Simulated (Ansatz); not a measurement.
A calculation on zinc-blende InAs returned lattice constant a 6.085 Å, bulk modulus 55.8 GPa.

For reference: lattice constant a 6.047 Å (measured, static lattice: zero-point anharmonic expansion removed; as tabulated in Mejia-Rodriguez and Trickey (2018), arXiv:1807.09216); bulk modulus 58.6 GPa (measured, 0 K value with the zero-point phonon effect removed; as tabulated in Mejia-Rodriguez and Trickey (2018), arXiv:1807.09216).

Question: Which level of theory produced these numbers?
(A) PBEsol+SOC (Ansatz, an electronic-structure program)
(B) PBE0-D3(BJ) (Ansatz)
(C) LDA (Ansatz)
(D) HSE06-D3(BJ) (Ansatz)

Answer: A, PBEsol+SOC (Ansatz)

The others give: PBE0-D3(BJ) 6.029 Å, 65.5 GPa; HSE06-D3(BJ) 6.024 Å, 65.3 GPa; LDA 6.026 Å, 60.1 GPa.

Unless a cell is named, each level is at its own relaxed cell (HSE06-D3(BJ) 27.32, LDA 27.35, PBE0-D3(BJ) 27.39, PBEsol+SOC 28.17 Å³/atom).

Ansatz's density-functional and Hartree–Fock values are scalar-relativistic unless marked +SOC, with PAW data made under PBE.
